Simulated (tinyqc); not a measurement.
Inside a calculation. Method: Hueckel theory of the pi electrons with the omega technique, for the molecule ClC1=CC=C1 (SMILES; centres numbered as the heavy atoms are written). One step of it, computed by the program tinyqc.

Question. Orbitals, round 2. Diagonalise; E = alpha + x beta with beta < 0, so the largest x are filled first; degenerate levels share their electrons. P = sum n_i c_ri c_si; each orbital has its largest coefficient positive (the first on a tie).

matrix after round 1:
```
          1Cl        2C         3C        4C         5C
1Cl  2.017974  0.400000   0.000000  0.000000   0.000000
2C   0.400000  0.206358   1.000000  0.000000   1.000000
3C   0.000000  1.000000  -0.211441  1.000000   0.000000
4C   0.000000  0.000000   1.000000  0.198551   1.000000
5C   0.000000  1.000000   0.000000  1.000000  -0.211441
```

pi electrons, sum of z_r less the charge = 6

Give: x values; occupations; coefficients; charge and bond-order matrix P.

Answer.

x values: 2.248  1.828  0.159  -0.211  -2.024

occupations: 2.000  2.000  2.000  0.000  0.000

coefficients:
```
       MO1     MO2     MO3     MO4     MO5
1Cl  0.750   0.642  -0.151   0.000   0.047
2C   0.432  -0.305   0.701   0.000  -0.478
3C   0.291  -0.376   0.014   0.707   0.523
4C   0.284  -0.461  -0.696   0.000  -0.471
5C   0.291  -0.376   0.014  -0.707   0.523
```

charge and bond-order matrix P:
```
        1Cl      2C      3C      4C      5C
1Cl   1.996   0.045  -0.049   0.045  -0.049
2C    0.045   1.544   0.500  -0.450   0.500
3C   -0.049   0.500   0.452   0.493   0.452
4C    0.045  -0.450   0.493   1.556   0.493
5C   -0.049   0.500   0.452   0.493   0.452
```
